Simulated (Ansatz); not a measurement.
LO phonon frequency at L of rock-salt CaO at several levels of theory

No measured value is used here.

| level (code) | value (cm⁻¹) | cell (Å³/atom) |
|---|---|---|
| LDA (Ansatz) | 486 | 13.04 |
| PBE (Ansatz) | 459 | 14.09 |
| r²SCAN (Ansatz) | 481 | 13.78 |

Each level is taken at its own relaxed cell. Cutoffs differ between the levels. Ansatz's density-functional and Hartree–Fock values are scalar-relativistic unless marked +SOC, with PAW data made under PBE.

Ansatz is a first-principles code.
